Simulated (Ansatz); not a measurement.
Process, species as SMILES: C=CCl → [CH]=CCl + H atom
B3LYP-D3(BJ)/def2-TZVP geometries, fixed; electronic energies without zero-point terms.

Basis-set convergence of the bond dissociation energy at PBE with Ansatz (an electronic-structure program). Cartesian d functions, on some or all atoms, in 6-31G*, 6-31+G*, 6-311G**, 6-311+G**; all else is spherical. The program fits the integrals of some runs and decomposes those of others, by size. Open shells are unrestricted. No added dispersion term, no relativity. Functions are those of the species that has most. Reference: the value in aug-pcseg-3, 114.72 kcal/mol, itself unsure by roughly 0.02 kcal/mol (its mean distance from aug-cc-pV(Q+d)Z, def2-QZVPPD, pcseg-3). Deviations are taken from unrounded values.

```json
[
 {"basis": "6-31G*", "functions": "55", "bond dissociation energy (kcal/mol)": "115.57"},
 {"basis": "6-31+G*", "functions": "67", "bond dissociation energy (kcal/mol)": "115.16"},
 {"basis": "def2-SVP", "functions": "61", "bond dissociation energy (kcal/mol)": "114.93"},
 {"basis": "def2-SVPD", "functions": "91", "bond dissociation energy (kcal/mol)": "115.12"},
 {"basis": "pcseg-1", "functions": "61", "bond dissociation energy (kcal/mol)": "114.40"},
 {"basis": "aug-pcseg-1", "functions": "100", "bond dissociation energy (kcal/mol)": "114.25"},
 {"basis": "cc-pV(D+d)Z", "functions": "66", "bond dissociation energy (kcal/mol)": "114.29"},
 {"basis": "aug-cc-pV(D+d)Z", "functions": "105", "bond dissociation energy (kcal/mol)": "114.19"},
 {"basis": "6-311G**", "functions": "81", "bond dissociation energy (kcal/mol)": "114.76"},
 {"basis": "6-311+G**", "functions": "93", "bond dissociation energy (kcal/mol)": "114.59"},
 {"basis": "def2-TZVP", "functions": "117", "bond dissociation energy (kcal/mol)": "114.65"},
 {"basis": "def2-TZVPD", "functions": "147", "bond dissociation energy (kcal/mol)": "114.59"},
 {"basis": "pcseg-2", "functions": "136", "bond dissociation energy (kcal/mol)": "114.74"},
 {"basis": "aug-pcseg-2", "functions": "211", "bond dissociation energy (kcal/mol)": "114.68"},
 {"basis": "cc-pV(T+d)Z", "functions": "141", "bond dissociation energy (kcal/mol)": "114.89"},
 {"basis": "aug-cc-pV(T+d)Z", "functions": "216", "bond dissociation energy (kcal/mol)": "114.65"},
 {"basis": "def2-TZVPP", "functions": "146", "bond dissociation energy (kcal/mol)": "114.88"},
 {"basis": "def2-TZVPPD", "functions": "176", "bond dissociation energy (kcal/mol)": "114.80"},
 {"basis": "cc-pV(Q+d)Z", "functions": "264", "bond dissociation energy (kcal/mol)": "114.79"},
 {"basis": "aug-cc-pV(Q+d)Z", "functions": "387", "bond dissociation energy (kcal/mol)": "114.73"},
 {"basis": "def2-QZVPP", "functions": "274", "bond dissociation energy (kcal/mol)": "114.70"},
 {"basis": "def2-QZVPPD", "functions": "304", "bond dissociation energy (kcal/mol)": "114.69"},
 {"basis": "pcseg-3", "functions": "283", "bond dissociation energy (kcal/mol)": "114.73"},
 {"basis": "aug-pcseg-3", "functions": "406", "bond dissociation energy (kcal/mol)": "114.72"}
]
```

What the diffuse functions change, pair by pair:
- 6-31G* to 6-31+G*: 12 more functions, deviation 0.85 to 0.43 kcal/mol
- def2-SVP to def2-SVPD: 30 more functions, deviation 0.21 to 0.39 kcal/mol
- pcseg-1 to aug-pcseg-1: 39 more functions, deviation -0.32 to -0.47 kcal/mol
- cc-pV(D+d)Z to aug-cc-pV(D+d)Z: 39 more functions, deviation -0.43 to -0.53 kcal/mol
- 6-311G** to 6-311+G**: 12 more functions, deviation 0.03 to -0.14 kcal/mol
- def2-TZVP to def2-TZVPD: 30 more functions, deviation -0.07 to -0.13 kcal/mol
- pcseg-2 to aug-pcseg-2: 75 more functions, deviation 0.02 to -0.04 kcal/mol
- cc-pV(T+d)Z to aug-cc-pV(T+d)Z: 75 more functions, deviation 0.16 to -0.08 kcal/mol
- def2-TZVPP to def2-TZVPPD: 30 more functions, deviation 0.16 to 0.08 kcal/mol
- cc-pV(Q+d)Z to aug-cc-pV(Q+d)Z: 123 more functions, deviation 0.07 to 0.01 kcal/mol
- def2-QZVPP to def2-QZVPPD: 30 more functions, deviation -0.02 to -0.03 kcal/mol
- pcseg-3 to aug-pcseg-3: 123 more functions, deviation 0.01 to 0.00 kcal/mol

Leaving out the reference's own pair, they bring the value nearer the reference by more than 0.02 kcal/mol in 4 of 11 pairs.
